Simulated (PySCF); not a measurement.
# Electron affinity of B by level of theory

B⁻ [He] 2s2 2p2 (3P) → B [He] 2s2 2p1 (2P), as a difference of total energies. All numbers are calculated (PySCF 2.14, scalar relativity by spin-free X2C-1e, in aug-cc-pVTZ-DK). Correlated levels: valence: 1s2 frozen. The calculations carry no spin-orbit coupling.

```csv
method,electron affinity (eV),error (eV)
UHF,-0.307,-0.587
MP2 (valence),0.206,-0.074
SCS-MP2 (valence),0.059,-0.221
CCSD (valence),0.166,-0.114
CCSD(T) (valence),0.228,-0.052
```

Reference: 0.280 eV (measured; photodetachment measurements, as compiled on the Wikipedia data page of electron affinities).

Errors of the correlated levels include the incompleteness of this basis and the frozen core.

A negative affinity means that the anion lies above the atom at that level of theory.
